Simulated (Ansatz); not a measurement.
Species: CH3S, charge 0, doublet. CH3S (SMILES [CH2]S, doublet).
B3LYP-D3(BJ)/def2-TZVP minimum from Ansatz (a first-principles code):
```
C
H 1 1.0766
H 1 1.0777 2 121.19
S 1 1.7159 2 121.95 3 -180.00
H 4 1.3430 1 98.20 2 0.00
```
Charge 0, spin multiplicity 2.

Total energies in cc-pV(D+d)Z, 13 correlated electrons, 6 frozen orbitals. Radicals and triplets start from unrestricted determinants; spin-orbit coupling is neglected. Cores are frozen in correlated methods. No relativity.

```tsv
method	program	energy (Eh)	minus CCSDT(Q) (mEh)
HF	Ansatz	-437.10330	302.98
MP2	Ansatz	-437.36079	45.49
CCSD	Ansatz	-437.39673	9.55
CCSD(T)	Ansatz	-437.40484	1.43
CCSDT(Q)	Ansatz	-437.40627	0.00
```

Rough core times of Ansatz's runs on a shared machine: CCSD(T) under 20 s, CCSDT(Q) 2 min.
